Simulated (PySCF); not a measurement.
Molecule: `C(C)CC#N`, C4H7N.

Numbering as in the mapped SMILES `[CH3:1][CH2:2][CH2:3][C:4]#[N:5]`. Each H is labelled by its parent atom.

Geometry PBE0-D3(BJ)/def2-SVP throughout; GIAO in PySCF 2.14.0 with density-fitted response routines, gas phase, one conformer, non-relativistic; equivalent atoms averaged; functional PBE0.

For orientation, 6-311+G(2d,p) gives these shifts δ (against TMS, NH3 at the same level): C4 123.3, C2 23.5, C3 19.8, C1 15.0, N5 286.2, H(C3) 1.98, H(C2) 1.65, H(C1) 0.90 ppm.

A run gave: C4 124.2, C2 23.6, C3 20.1, C1 15.8, N5 303.3, H(C3) 1.86, H(C2) 1.54, H(C1) 0.99 ppm (shifts δ (against TMS, NH3 at the same level)).

Q: Which basis set was used in that run?
A. def2-TZVP
B. cc-pVDZ
C. STO-3G
D. pcSseg-1

A: D. N5 tells them apart best: pcSseg-1 gives 303.3, STO-3G gives 223.6, def2-TZVP gives 292.9, cc-pVDZ gives 276.1 ppm.
